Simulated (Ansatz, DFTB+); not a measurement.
Elastic constant C44 (GPa) of solids drawn from the class of elemental solids other than molecular ones, at two levels: GFN1-xTB as cut by DFTB+ (DFTB+), and r²SCAN in Ansatz (plane waves, PAW).

| solid | GFN1-xTB as cut by DFTB+ | r²SCAN | shift (%) |
|---|---|---|---|
| hcp Tc | 45.5 | 140 | +208 |
| hcp Be | 68.4 | 178 | +160 |
| hcp Re | 55.2 | 164 | +197 |
| hcp Os | 248 | 276 | +11.3 |
| fcc Cu | 22.1 | 93.7 | +324 |
| hcp Zr | 19.0 | 34.4 | +81 |
| fcc Rh | 102 | 197 | +93 |
| hcp Ru | 134 | 200 | +49 |
| fcc Ir | 111 | 277 | +150 |

The shifts run from +11.3 % to +324 %, with a median of +150 %.

Over all 9 rows r²SCAN is the larger in 9.

Ansatz's runs of these crystals have no spin polarisation. A magnetic state wasn't tried for fcc Rh with meta-GGA or hybrid levels, which favour moments.

Spin–orbit coupling is left out, also for the solids with elements from indium on (hcp Re, hcp Os, fcc Ir); its size isn't shown.

Each level is taken at its own relaxed cell. Caveats: codes differ in how they cut the long-range tail of xTB's charge interaction in a crystal, so the value belongs to this code (GFN1-xTB as cut by DFTB+: hcp Tc, hcp Be, hcp Re, hcp Os, fcc Cu, hcp Zr and 3 more); the method was fitted mainly to molecules (GFN1-xTB as cut by DFTB+: hcp Tc, hcp Be, hcp Re, hcp Os, fcc Cu, hcp Zr and 3 more); the relaxed volume lies over a fifth from the starting cell (GFN1-xTB as cut by DFTB+: hcp Be, hcp Zr). Ansatz's density-functional and Hartree–Fock values are scalar-relativistic unless marked +SOC, with PAW data made under PBE.

Ansatz is an electronic-structure program.
